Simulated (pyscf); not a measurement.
H₃C–OH (SMILES CO) + HO–SiH₃ (SMILES O[SiH3]) -> H₃C–O–SiH₃ (SMILES CO[SiH3]) + H₂O (SMILES O), a four-centre exchange (singlet surface; C–O, H–O broken, C–O, H–O formed). PySCF, gas phase, ωB97X-D3(BJ)/def2-SVP geometries. Energies in eV from the separated reactants.

Small-basis levels: PySCF, no dispersion term, spherical d functions. AM1 to PM7: differences of heats of formation from MOPAC, which are fitted to 298 K values and so differ in kind from electronic energies by zero-point and thermal terms. Cost: rough CPU time at the saddle relative to B3LYP/6-31G*, from one job on a shared machine.

```
level                   barrier  reaction energy        cost
----------------------  -------  ---------------  ----------
HF/STO-3G                  6.25            +0.01        0.05
SVWN5/6-31G*               2.19            +0.01           1
PBE/6-31G*                 2.48            +0.03           1
B3LYP/STO-3G                ___            +0.03         0.6
B3LYP/LANL2DZ              2.56            +0.06         0.7
B3LYP/6-31G*               2.88            +0.03           1
M06-2X/6-31G*              3.17            -0.02           3
B3LYP/6-311+G**            2.96            -0.02           2
B3LYP/def2-SVP              ___            +0.05           1
AM1                        4.62            +0.10  under 0.02
PM3                        4.49             0.00  under 0.02
PM6                        2.72            -0.08  under 0.02
ωB97M-D3(BJ)/def2-TZVP      ___            -0.01           –
```

Task: What belongs in the gaps?

Result: 
- B3LYP/STO-3G, barrier: 3.16
- B3LYP/def2-SVP, barrier: 2.91
- ωB97M-D3(BJ)/def2-TZVP, barrier: 3.07

Against the last row the barrier runs from -0.87 (SVWN5/6-31G*) to +3.18 eV (HF/STO-3G). ωB97M-D3(BJ)/def2-TZVP has limits of its own. On the reactant side the descent ends in a complex (not fully relaxed), 0.32 eV under the separated species and 3.48 eV under the saddle at ωB97X-D3(BJ)/def2-TZVP. On the product side the descent ends in a complex (not fully relaxed), 0.22 eV under the separated species and 3.41 eV under the saddle at ωB97X-D3(BJ)/def2-TZVP. H₃C–O–SiH₃ lies 1.03 eV over its isomer H₃C–SiH₂–OH (electronic energy, ωB97M-D3(BJ)/def2-TZVP). Another saddle between the same species, by other bonds, lies lower (0.94 eV against 3.07 eV at ωB97M-D3(BJ)/def2-TZVP).
